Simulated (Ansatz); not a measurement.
# PH4+ (singlet): the correlation ladder, 6-31G

How much of the correlation energy of PH4+ (singlet) does each wave-function method recover here?

Program: Ansatz 0.2.0, Gaussian basis. Level of theory: 6-31G, core rule «outside noble gas», up to 5 orbitals frozen. These are calculated values, not measurements.

Plan: UHF; CCSD(T) on RHF; BCCD(T) on RHF; CISD; CCSDT(Q) on RHF; CISDTQ; CCSDTQ on RHF; CASSCF and MRCISD+Q, 8 electrons in 8 orbitals; CASSCF and NEVPT2, 8 electrons in 8 orbitals; Full CI; Full CI, several states.

14 further runs of the same task are left out: 1 for a known fault of the program, 5 that didn't finish, 8 set aside as unsound or not needed.

**1. The geometry**

The geometry is a PBE0/def2-TZVP stationary point (not a proven minimum).

5 atoms, charge 1, spin multiplicity 1.

Atoms are counted from 1 here; the program's logs count them from 0.

Bond lengths: P1–H2 1.401 Å, P1–H3 1.401 Å, P1–H4 1.401 Å, P1–H5 1.401 Å. Angles: H2–P1–H3 109.5°, H2–P1–H4 109.5°, H2–P1–H5 109.5°, H3–P1–H4 109.5°, H3–P1–H5 109.5°, H4–P1–H5 109.5°.

**2. UHF**

File in.yaml:

```yaml
crystal:
  periodic: [false, false, false]
  atoms:
    - {symbol: P, position_ang: [0.000000, 0.000000, 0.000000]}
    - {symbol: H, position_ang: [0.807173, 0.810283, 0.808501]}
    - {symbol: H, position_ang: [-0.810979, -0.806178, 0.808796]}
    - {symbol: H, position_ang: [-0.806323, 0.807018, -0.812604]}
    - {symbol: H, position_ang: [0.810129, -0.811123, -0.804693]}
basis:
  gaussian: {orbitals: 6-31G}
total_charge: 1
magnetization: {spin_polarized: true, initial_magnetization: 0}
hamiltonian: {xc: hf}
output: {orbitals: {seedname: orbitals}}
```

The run is started by

```bash
ansatz run in.yaml --threads 1 --pin off --events-out ev --progress --plain --max-ram 2393MiB
```

After this run come: CCSD(T) on RHF; BCCD(T) on RHF; CISD; CCSDT(Q) on RHF; CISDTQ; CCSDTQ on RHF; CASSCF and MRCISD+Q, 8 electrons in 8 orbitals; CASSCF and NEVPT2, 8 electrons in 8 orbitals; Full CI; Full CI, several states.

Before running them: what should the planned runs give, taken together? Wanted: FCI below the RHF energy; RMP2 from FCI; RCCSD from FCI; RCCSD(T) from FCI; RCCSDT(Q) from FCI; NEVPT2 valence from FCI; MRCISD+Q valence from FCI; T1 diagnostic; effectively unpaired electrons.

The runs gave:

| quantity | value |
| --- | --- |
| FCI below the RHF energy | -2.5110 eV |
| RMP2 from FCI | +678.6 meV |
| RCCSD from FCI | +28.0 meV |
| RCCSD(T) from FCI | +7.0 meV |
| RCCSDT(Q) from FCI | +0.1 meV |
| NEVPT2 valence from FCI | +129.1 meV |
| MRCISD+Q valence from FCI | +6.9 meV |
| levels within 1 kcal/mol (43 meV) | RCCSD, RCCSD(T), BCCD(T), RCCSDT, CISDTQ, RCCSDT(Q), RCCSDTQ, MRCISD valence, MRCISD+Q valence |
| T1 diagnostic | 0.004 |
| effectively unpaired electrons | 0.03 |

**Reading.** RCCSD(T) lands +7.0 meV from the yardstick (0.3 % of the correlation energy). One determinant dominates. Of the multireference levels listed MRCISD+Q valence comes nearest in total energy (+6.9 meV), which doesn't show that its space is the better one. The next state among those solved, a triplet, lies 10.27 eV up. These misses are within one basis, not against nature.
